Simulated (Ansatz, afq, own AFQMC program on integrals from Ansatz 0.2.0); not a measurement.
# Where AFQMC and coupled cluster stand for N2⁺, quartet

| atom | x (Å) | y (Å) | z (Å) |
| --- | --- | --- | --- |
| N | 0.0000 | 0.0000 | 0.0000 |
| N | 0.0000 | 0.0000 | 1.2663 |

Basis 6-31G. Noble-gas cores (and the filled d shells of Ga–Kr and In–Xe) are frozen. Ansatz 0.2.0 and our own AFQMC program on the same integrals; the CISD trial comes from CCSD amplitudes, and released means the phaseless constraint is let go. Uncertainties: one standard error, sampling alone.

Determinant: ROHF, the one that the program's search chose, which needn't be the lowest solution. The geometry is a PBE0/def2-TZVP stationary point of this or a neighbouring charge and spin state.

Full CI on the same integrals is exact in this basis and with this determinant's frozen core.

Cautions: lower spins were not checked; a spin-contaminated unrestricted determinant lies lower (UHF 779 meV lower, ⟨S²⟩ 4.25); the search met a lower determinant of the same kind, perhaps of another symmetry (484 meV lower), and this one is a saddle point; strong correlation (T1 0.023, weight of the determinant 0.75, largest double 0.40); (T) is large, 8 % of the CCSD correlation; (Q) is large, 135 meV, so the cluster series hasn't closed; CCSD(T) is in doubt: in a space of 9 electrons in 9 natural orbitals full CI lies 203 meV below it; the CCSDT(Q) amplitudes may be one of several solutions (largest double 0.93); the CCSDTQ amplitudes may be one of several solutions (largest double 0.98); the released energies are still falling, so no released level is given (meV from the phaseless value at times in 1/Eh: -38 ± 10 at 0.24, -44 ± 9 at 0.51, -85 ± 8 at 0.99, -101 ± 7 at 1.62, -106 ± 8 at 2.40); the ph-AFQMC/CISD walk drifts between its halves (2.7 errors).

```
T1 diagnostic                               : 0.0227
weight of the determinant in the CISD state : 0.752
size of the correlated space                : 9 electrons in 16 orbitals
```

Reference: full CI, correlation energy -6.449 eV.

```csv
level,E − E(reference) (mEh),share of correlation (%)
HF,237.01,0.00
MP2,52.75,77.74
CCSD,28.18,88.11
CCSD(T),12.37,94.78
CCSDT,2.92,98.77
CCSDT(Q),-2.04,100.86
CCSDTQ,0.17,99.93
ph-AFQMC/CISD,10.75 ± 0.19,95.46
```

CCSDT and higher add their correlation energy to the determinant of the CCSD(T) run, since their own runs factorise the integrals more tightly (a shift of under 2 meV).
